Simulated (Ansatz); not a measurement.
The cluster Mg₂O, relaxed as a quintet with UKS B3LYP-D4/def2-TZVP in Ansatz, starting from the B3LYP-D4/def2-TZVP geometry of the neutral singlet. Force threshold 0.02 eV/Å.

At B3LYP-D4/def2-TZVP a triplet of charge 0 lies 4.43 eV below the quintet, each at its own geometry. The structure comes from a short search, and lower isomers may exist.

Start:

```tsv
atom	x (Å)	y (Å)	z (Å)
Mg1	0.6523	0.5527	1.5900
Mg2	-0.6522	-0.5528	-1.5900
O3	-0.0001	0.0001	0.0000
```

```json
{"step": "1", "energy (eV)": "-12933.4540", "largest force component (eV/Å)": "1.893", "SCF passes": "329"}
{"step": "2", "energy (eV)": "-12933.6916", "largest force component (eV/Å)": "1.074", "SCF passes": "359"}
{"step": "3", "energy (eV)": "-12933.8398", "largest force component (eV/Å)": "0.218", "SCF passes": "313"}
{"step": "4", "energy (eV)": "-12933.8485", "largest force component (eV/Å)": "0.015", "SCF passes": "332"}
{"step": "5", "energy (eV)": "-12933.8488", "largest force component (eV/Å)": "0.021", "SCF passes": "354"}
{"step": "6", "energy (eV)": "-12933.8497", "largest force component (eV/Å)": "0.019", "SCF passes": "119"}
{"step": "7", "energy (eV)": "-12933.8540", "largest force component (eV/Å)": "0.043", "SCF passes": "250"}
{"step": "8", "energy (eV)": "-12933.8550", "largest force component (eV/Å)": "0.050", "SCF passes": "181"}
{"step": "9", "energy (eV)": "-12933.8562", "largest force component (eV/Å)": "0.056", "SCF passes": "176"}
{"step": "10", "energy (eV)": "-12933.8797", "largest force component (eV/Å)": "0.116", "SCF passes": "133"}
{"step": "11", "energy (eV)": "-12933.9375", "largest force component (eV/Å)": "0.312", "SCF passes": "113"}
{"step": "12", "energy (eV)": "-12934.0022", "largest force component (eV/Å)": "0.246", "SCF passes": "64"}
{"step": "13", "energy (eV)": "-12934.0740", "largest force component (eV/Å)": "0.276", "SCF passes": "136"}
{"step": "14", "energy (eV)": "-12934.0791", "largest force component (eV/Å)": "0.160", "SCF passes": "55"}
{"step": "15", "energy (eV)": "-12934.1069", "largest force component (eV/Å)": "0.110", "SCF passes": "50"}
{"step": "16 (rejected)", "energy (eV)": "-12934.0850", "largest force component (eV/Å)": "0.349", "SCF passes": "49"}
{"step": "17", "energy (eV)": "-12934.1114", "largest force component (eV/Å)": "0.007", "SCF passes": "52"}
```

Force components are those of the run's own axes.

End:

```xyz
3

Mg    0.795    0.174    1.524
Mg   -0.421   -0.856   -1.440
O    -0.375    0.681   -0.083
```

By distances, no bond broke or formed. The bond that changes most is Mg1–O3, from 1.81 to 2.05 Å (atoms count from 1).

The force fell under the threshold at step 4, but the optimiser went on and released 0.263 eV more. No frequencies were taken in this run, so the end may be a saddle point.

It took 3 min on 2 threads of AMD EPYC 7R13 on a shared host.
